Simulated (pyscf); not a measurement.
Thermochemistry of product channels of `[Br][SiH2][Br]` + `[H]` [doublet] on the doublet surface, in kJ/mol, from ωB97M-D3(BJ)/def2-TZVP energies (ideal gas, 1 atm, RRHO with modes under 100 cm⁻¹ raised to 100, one conformer, R ln 2 for chiral ones without a mode under 150 cm⁻¹). PySCF, gas phase, ωB97X-D3(BJ)/def2-SVP geometries.

```tsv
products	ΔE	ΔH(298 K)	ΔG(600 K)	ΔG(900 K)
`[Br]` [doublet] + `[SiH3][Br]`	-2.2	+11.6	+8.8	+9.6
`[Br][SiH][Br]` [doublet] + `[H][H]`	(withheld)	-53.8	-69.4	-76.6
```

**Question.** Fill in the missing entries.

**Answer.** 
- `[Br][SiH][Br]` [doublet] + `[H][H]`, ΔE: -57.5

These are energies of the channels, which say nothing of barriers. Left out: orbital degeneracy and the spin-orbit lowering of Br, which is large for Br, Se, Te and I. Elements up to Kr have no core potential and no relativistic terms here.
